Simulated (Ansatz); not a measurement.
Input (CCSDT(Q)/cc-pVDZ; Ansatz, an electronic-structure program):

Ansatz 0.2 input:
```yaml
crystal:
  periodic: [false, false, false]
  atoms:
    - {symbol: C, position_ang: [0.00913574, 0.00173503, -1.20562697]}
    - {symbol: C, position_ang: [-0.00077797, -0.00014775, 0.10266711]}
    - {symbol: H, position_ang: [0.02818759, 0.94008178, -1.73766571]}
    - {symbol: H, position_ang: [-0.00183081, -0.93507619, -1.74059173]}
    - {symbol: O, position_ang: [-0.00956292, -0.00181616, 1.26200208]}
basis:
  gaussian:
    orbitals: cc-pVDZ
magnetization: {spin_polarized: false}
correlation: {method: ccsdt_q, electrons: outside_noble_gas}
```

Output:

```
Functional definition: HF
integrals: 0.03 GiB planned
929 factors; integrals over basis functions are off by at most 1.8e-7 eV
mean field: 0.12 GiB planned
mean field evaluation 1: about -4127.1605 eV, gradient 2.9e1 eV
mean field evaluation 2: about -4127.1641 eV, gradient 2.9e1 eV
mean field evaluation 4: about -4129.0126 eV, gradient 3.8e0 eV
mean field evaluation 8: about -4129.0633 eV, gradient 1.9e-1 eV
mean field evaluation 16: about -4129.0493 eV, gradient 1.3e0 eV
mean field -4129.06369785 eV, -151.7402921160 hartree, gradient 8.7e-7 eV, S^2 0.000000; 0 other end points of the search recorded, 0 dependent functions left out
3 core orbitals not correlated
reference -4129.06369785 eV, -151.7402921160 hartree; 8, 8 occupied and 41, 41 virtual orbitals, 929 factors
second order -11.85924798 eV of doubles, -0.00000000 eV of singles
coupled cluster: 0.63 GiB planned
cycle   1  -11.81115528 eV  change    4.8e-2 eV  update   1.2e-1
cycle   2  -12.39216672 eV  change   -5.8e-1 eV  update   6.9e-2
cycle   3  -12.79825718 eV  change   -4.1e-1 eV  update   2.5e-2
cycle   4  -12.77438817 eV  change    2.4e-2 eV  update   8.1e-3
cycle   5  -12.75343738 eV  change    2.1e-2 eV  update   3.1e-3
cycle   6  -12.75678509 eV  change   -3.3e-3 eV  update   1.3e-3
cycle   7  -12.75869268 eV  change   -1.9e-3 eV  update   4.2e-4
cycle   8  -12.75886317 eV  change   -1.7e-4 eV  update   1.9e-4
cycle   9  -12.75862383 eV  change    2.4e-4 eV  update   7.3e-5
cycle  10  -12.75873650 eV  change   -1.1e-4 eV  update   3.1e-5
cycle  11  -12.75865629 eV  change    8.0e-5 eV  update   1.7e-5
cycle  12  -12.75866533 eV  change   -9.0e-6 eV  update   6.7e-6
cycle  13  -12.75867351 eV  change   -8.2e-6 eV  update   2.6e-6
cycle  14  -12.75867295 eV  change    5.6e-7 eV  update   8.9e-7
perturbative correction -0.04327146 eV, -0.0015901969 hartree
Total energy: -4141.86564226 eV, -152.2107548955 hartree
```
